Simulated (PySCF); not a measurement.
**Energy of Li⁻ (lithium, charge -1) between two integer charges**

The 2s beta orbital of [He] 2s2 is emptied in steps (occupation f), with all orbitals relaxed, ending at [He] 2s1. All numbers are calculated (PySCF 2.14, no relativity, point nucleus, in aug-pcseg-2 (5s3p2d, 24 functions)). The exact energy is a straight line in f; departures are measured from the line between the end points of the same method.

```json
{"f": "1", "LDA (eV)": "0.000", "PBE (eV)": "0.000", "PBE0 (eV)": "0.000", "r2SCAN (eV)": "0.000", "BHandHLYP (eV)": "0.000"}
{"f": "0.9", "LDA (eV)": "-0.132", "PBE (eV)": "-0.130", "PBE0 (eV)": "-0.090", "r2SCAN (eV)": "-0.119", "BHandHLYP (eV)": "-0.061"}
{"f": "0.7", "LDA (eV)": "-0.320", "PBE (eV)": "-0.311", "PBE0 (eV)": "-0.215", "r2SCAN (eV)": "-0.288", "BHandHLYP (eV)": "-0.151"}
{"f": "0.5", "LDA (eV)": "-0.393", "PBE (eV)": "-0.376", "PBE0 (eV)": "-0.259", "r2SCAN (eV)": "-0.348", "BHandHLYP (eV)": "-0.188"}
{"f": "0.3", "LDA (eV)": "-0.338", "PBE (eV)": "-0.316", "PBE0 (eV)": "-0.215", "r2SCAN (eV)": "-0.298", "BHandHLYP (eV)": "-0.163"}
{"f": "0.1", "LDA (eV)": "-0.148", "PBE (eV)": "-0.128", "PBE0 (eV)": "-0.086", "r2SCAN (eV)": "-0.140", "BHandHLYP (eV)": "-0.070"}
{"f": "0", "LDA (eV)": "0.000", "PBE (eV)": "0.000", "PBE0 (eV)": "0.000", "r2SCAN (eV)": "0.000", "BHandHLYP (eV)": "0.000"}
```

```json
{"method": "LDA", "E(f=0) − E(f=1) (eV)": "0.585", "−ε at f=1 (eV)": "-0.855", "−ε at f=0.5 (eV)": "0.530"}
{"method": "PBE", "E(f=0) − E(f=1) (eV)": "0.509", "−ε at f=1 (eV)": "-0.908", "−ε at f=0.5 (eV)": "0.490"}
{"method": "PBE0", "E(f=0) − E(f=1) (eV)": "0.494", "−ε at f=1 (eV)": "-0.489", "−ε at f=0.5 (eV)": "0.491"}
{"method": "r2SCAN", "E(f=0) − E(f=1) (eV)": "0.445", "−ε at f=1 (eV)": "-0.848", "−ε at f=0.5 (eV)": "0.422"}
{"method": "BHandHLYP", "E(f=0) − E(f=1) (eV)": "0.432", "−ε at f=1 (eV)": "-0.217", "−ε at f=0.5 (eV)": "0.394"}
```

Orbital energy along the path (eV):

```csv
f,LDA,PBE,PBE0,r2SCAN,BHandHLYP
1,0.855,0.908,0.489,0.848,0.217
0.9,0.616,0.664,0.319,0.640,0.130
0.7,0.081,0.119,-0.065,0.136,-0.105
0.5,-0.530,-0.490,-0.491,-0.422,-0.394
0.3,-1.193,-1.133,-0.931,-0.954,-0.725
0.1,-1.893,-1.754,-1.346,-1.602,-1.075
0,-2.095,-0.062,1.459,0.791,-1.076
```

As f goes to zero the orbital energy of a semilocal functional can turn back, because the density of that orbital vanishes from the exchange-correlation potential.

At f = 1 the orbital energy is positive for LDA, PBE, PBE0, r2SCAN, BHandHLYP: only the finite basis holds the electron.

Reference removal energy between the ground levels: 0.618 eV (measured; photodetachment measurements, as compiled on the Wikipedia data page of electron affinities).
